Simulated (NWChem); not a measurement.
System: butadiene (C₄H₆); SMILES C=CC=C

NWChem input:

```
start job
memory heap 200 mb stack 900 mb global 1100 mb
geometry units angstroms
  C      1.696359     0.196709    -0.661309
  C      0.689146    -0.187579     0.115041
  C     -0.689178     0.187368    -0.115188
  C     -1.696330    -0.196526     0.661436
  H      1.535807     0.822907    -1.523998
  H      2.713480    -0.097107    -0.466655
  H      0.873464    -0.816657     0.976567
  H     -0.873551     0.816099    -0.976956
  H     -2.713427     0.097447     0.466892
  H     -1.535723    -0.822365     1.524376
end
basis spherical
  * library def2-svp
end
dft
  xc pbe0
  iterations 150
end
driver
  maxiter 120
end
task dft optimize
task dft freq
```

The level has its own optimisation; frequencies are unscaled. Brackets give each atom's bonded neighbours.

Problem. Give the results of this calculation. (PBE0/def2-SVP.) Quantities: r C–C [C(CCH)–C(CHH)] (Å); r C–H [C(CHH)–H(C)] (Å); r C–C [C(CCH)–C(CCH)] (Å); r C–H [C(CCH)–H(C)] (Å); highest harmonic frequency (cm⁻¹); lowest (cm⁻¹); zero-point energy (kcal/mol).

Solution. 
```yaml
r C–C [C(CCH)–C(CHH)] (Å): 1.340
r C–H [C(CHH)–H(C)] (Å): 1.094
r C–C [C(CCH)–C(CCH)] (Å): 1.455
r C–H [C(CCH)–H(C)] (Å): 1.097
highest harmonic frequency (cm⁻¹): 3269
lowest (cm⁻¹): 177
zero-point energy (kcal/mol): 53.5
```
